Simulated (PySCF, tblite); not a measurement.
## Complex of methylammonium and hydrogen sulfide

A gas-phase complex of methylammonium and hydrogen sulfide; charge +1, singlet. The structure comes from a short search (6 tight-binding starts) and was relaxed by PBE0-D3(BJ)/def2-SVPD; another way of binding may lie lower. No frequency run checks that it is a minimum.

```
part              name   SMILES  atoms  charge  multiplicity
   1    methylammonium  C[NH3+]    1–8      +1             1
   2  hydrogen sulfide        S   9–11       0             1
```

```xyz
11

C    -0.692   -0.087   -0.320
N     0.769   -0.005   -0.064
H    -0.879   -0.784   -1.143
H    -1.187   -0.436    0.592
H    -1.057    0.912   -0.581
H     1.163   -0.915    0.190
H     1.282    0.328   -0.886
H     0.969    0.662    0.731
S     0.995    2.098    2.403
H     2.073    2.847    2.078
H     1.675    1.385    3.330
```
Atoms count from 1 in this order.

Contacts between parts, classed by geometry: H8···S9 2.204 Å (hydrogen bond, 170°).

Interaction energies are complex less parts, with the parts frozen as they stand in it; counterpoise-corrected, in kcal/mol (PySCF).

Task: How strongly do the parts interact, level by level?

Result: 
```csv
level,interaction,superposition error removed
wB97M-D3(BJ)/def2-TZVPD,-12.54,-0.17
PBE0-D3(BJ)/def2-TZVPD,-14.00,-0.14
```

Task: What holds them together? Decompose the wB97M-D3(BJ)/def2-TZVPD energy: frozen parts, their antisymmetrised product, then relaxation.

Result: electrostatic -12.0, Pauli repulsion +13.0, orbital relaxation -12.3, dispersion correction -1.4 kcal/mol, which sum to the value before the counterpoise correction; the Pauli term holds the exchange-correlation of the frozen density too. Of the attraction, 48 % is orbital relaxation, 47 % is electrostatic, 5 % is dispersion correction.

The parts were also relaxed and run alone, at the levels used for the complex: shieldings by PBE0/pcSseg-2; core levels by delta-SCF with SCAN, pcX-2 on the ionised atom and pcseg-1 elsewhere, spin-free X2C (2p3/2 is the spin-free 2p value less a third of a first-order spin-orbit splitting).

Task: How do these values change when the complex forms?

Result: 
```tsv
property	alone	in the complex	change
N2–H8 bond (Å)	1.026	1.057	+0.030
shielding of H8 (ppm)	26.67	20.24	-6.42
shielding of S9 (ppm)	704.4	696.1	-8.4
shielding of N2 (ppm)	222.9	213.9	-8.9
C1 1s core level (eV)	298.65	297.81	-0.84
N2 1s core level (eV)	415.73	414.04	-1.69
S9 2p3/2 core level (eV)	170.38	174.77	+4.39
```
